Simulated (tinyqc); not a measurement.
Worked calculation: RKS/LDA (VWN5) in the sto-3g basis, for BH, spin multiplicity 1. One step of it, computed by the program tinyqc.

Problem. Iteration 2: diagonalisation and new density. Diagonalise F' = X^T F X, C = X C', fill 3 alpha and 3 beta electrons from the bottom; D = 2 C_occ C_occ^T. Each column has its largest component positive (the first on a tie).

Kohn-Sham matrix F (hartree):
```
            1B 1s      1B 2s    1B 2px    1B 2py     1B 2pz      2H 1s
1B 1s   -5.545126  -1.749241  0.000000  0.000000  -0.021850  -0.044611
1B 2s   -1.749241  -0.469007  0.000000  0.000000  -0.118843  -0.086602
1B 2px   0.000000   0.000000  0.315573  0.011404   0.000000   0.000000
1B 2py   0.000000   0.000000  0.011404  0.358344   0.000000   0.000000
1B 2pz  -0.021850  -0.118843  0.000000  0.000000   0.290868  -0.096762
2H 1s   -0.044611  -0.086602  0.000000  0.000000  -0.096762  -0.337481
```

X:
```
            1B 1s      1B 2s    1B 2px    1B 2py     1B 2pz      2H 1s
1B 1s    1.028922  -0.142154  0.000000  0.000000  -0.001300   0.009424
1B 2s   -0.142154   1.034584  0.000000  0.000000   0.007546  -0.062706
1B 2px   0.000000   0.000000  1.000000  0.000000   0.000000   0.000000
1B 2py   0.000000   0.000000  0.000000  1.000000   0.000000   0.000000
1B 2pz  -0.001300   0.007546  0.000000  0.000000   1.009733  -0.081403
2H 1s    0.009424  -0.062706  0.000000  0.000000  -0.081403   1.015287
```

Give: F' = X^T F X; orbital energies; coefficients C; D after iteration 2.

Solution.

F' = X^T F X (hartree):
```
        1       2      3      4       5       6
1  -5.369  -1.016  0.000  0.000  -0.010   0.021
2  -1.016  -0.092  0.000  0.000  -0.108  -0.050
3   0.000   0.000  0.316  0.011   0.000   0.000
4   0.000   0.000  0.011  0.358   0.000   0.000
5  -0.010  -0.108  0.000  0.000   0.309  -0.089
6   0.021  -0.050  0.000  0.000  -0.089  -0.321
```

orbital energies (hartree): MO1 -5.558, MO2 -0.344, MO3 0.071, MO4 0.313, MO5 0.357, MO6 0.361

coefficients C:
```
           MO1     MO2     MO3     MO4     MO5    MO6
1B 1s    0.986  -0.040  -0.307   0.000   0.109  0.000
1B 2s    0.050   0.101   0.978   0.000  -0.356  0.000
1B 2px   0.000   0.000   0.000   0.970   0.000  0.243
1B 2py   0.000   0.000   0.000  -0.243   0.000  0.970
1B 2pz   0.005   0.082   0.356   0.000   0.945  0.000
2H 1s   -0.005   0.968  -0.288   0.000  -0.150  0.000
```

D after iteration 2:
```
         1B 1s   1B 2s  1B 2px  1B 2py  1B 2pz   2H 1s
1B 1s    2.134  -0.510   0.000   0.000  -0.215   0.089
1B 2s   -0.510   1.936   0.000   0.000   0.713  -0.368
1B 2px   0.000   0.000   0.000   0.000   0.000   0.000
1B 2py   0.000   0.000   0.000   0.000   0.000   0.000
1B 2pz  -0.215   0.713   0.000   0.000   0.267  -0.047
2H 1s    0.089  -0.368   0.000   0.000  -0.047   2.038
```
